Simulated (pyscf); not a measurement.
Thermochemistry of product channels of `[OH][SiH]` [singlet] + `[F]` [doublet] on the doublet surface, in kcal/mol, from ωB97M-D3(BJ)/def2-TZVP energies (ideal gas, 1 atm, RRHO with modes under 100 cm⁻¹ raised to 100, one conformer, R ln 2 for rigid chiral ones). Optimised with ωB97X-D3(BJ)/def2-SVP in PySCF.

| products | ΔE | ΔH(298 K) | ΔG(600 K) | ΔG(1200 K) |
|---|---|---|---|---|
| `[OH][SiH][F]` [doublet] | -116.3 | -114.7 | -99.2 | -83.7 |
| `[O][SiH2][F]` [doublet] | -93.0 | -93.3 | -76.4 | -59.4 |
| `[O]=[Si][F]` [doublet] + `[H][H]` | … | -78.6 | -79.2 | -79.9 |
| `[O]=[SiH]` [doublet] + `[FH]` | -46.6 | -47.7 | -50.8 | -53.4 |
| `[O]=[Si]` [singlet] + `[FH]` + `[H]` [doublet] | -23.7 | -27.4 | -42.9 | … |
| `[O]=[SiH][F]` + `[H]` [doublet] | -59.0 | -62.6 | -60.5 | … |
| `[OH]` [doublet] + `[F][SiH]` [singlet] | -20.8 | -22.6 | -26.0 | -28.9 |

**Question.** Some entries are withheld; supply them.

**Answer.** 
- `[O]=[Si][F]` [doublet] + `[H][H]`, ΔE: -75.9
- `[O]=[Si]` [singlet] + `[FH]` + `[H]` [doublet], ΔG(1200 K): -58.9
- `[O]=[SiH][F]` + `[H]` [doublet], ΔG(1200 K): -58.9

These are energies of the channels, which say nothing of barriers. O=SiH–F lies 15.8 kcal/mol over its isomer HO–Si:–F [singlet], and others may lie lower still (electronic energy, ωB97M-D3(BJ)). Left out: orbital degeneracy and the spin-orbit lowering of F, OH.
